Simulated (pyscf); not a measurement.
Single points on ωB97X-D3(BJ)/def2-SVP structures (PySCF, gas phase).

Task: Estimate by transition-state theory the rate constant of [H₃C–Zn]• (SMILES [CH3][Zn]) + H₃C–NH₂ (SMILES CN) → CH₄ (SMILES C) + [H₃C–NH–Zn]• (SMILES C[NH][Zn]) (doublet surface; C–Zn, H–N broken, C–H, N–Zn formed) at 298 K, with ωB97M-D3(BJ)/def2-TZVP energies (ideal gas, 1 atm, RRHO with modes under 100 cm⁻¹ raised to 100, one conformer, R ln 2 for chiral ones without a mode under 150 cm⁻¹; no tunnelling).

Result: The electronic barrier is 25.4 kcal/mol and the thermal terms add +7.6, so ΔG‡ = 33.0 kcal/mol. With k_BT/h = 6.21e+12 s⁻¹ and RT = 0.592 kcal/mol, and a volume of 4.06e-20 cm³ per molecule at 1 atm, k = 1.6e-31 cm³ molecule⁻¹ s⁻¹. Wigner's tunnelling factor for 1642i cm⁻¹ would be 3.61, likely too low at so high a frequency. A shift of 1 kcal/mol in the barrier changes k by a factor 5.4. On the reactant side the descent ends in an adduct with a N–Zn contact, 10.9 kcal/mol under the separated species and 35.2 kcal/mol under the saddle at ωB97X-D3(BJ)/def2-TZVP. What is counted as formed (N–Zn) is already present as a longer contact in the reactant adduct; forming that adduct is a step of its own. One saddle was located; it need not be the lowest between these sides. Elements up to Kr have no core potential and no relativistic terms here.
